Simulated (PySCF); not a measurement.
Cartesian coordinates (Å):
```xyz
4

C      0.0000     0.0000     0.0001
H      1.0666    -0.1635     0.0005
H     -0.6749    -0.8419     0.0031
H     -0.3916     1.0054    -0.0037
```
Charge 0, spin multiplicity 2.

**Question.** Give the total energy, highest occupied spin orbital and dipole moment at the level M06-2X/def2-TZVP // B3LYP-D3(BJ)/def2-TZVP (PySCF).

**Answer.** 
| Quantity | Value |
|---|---|
| total energy | -39.8241 Ha |
| highest occupied spin orbital | -7.80 eV |
| dipole moment | 0.00 D |
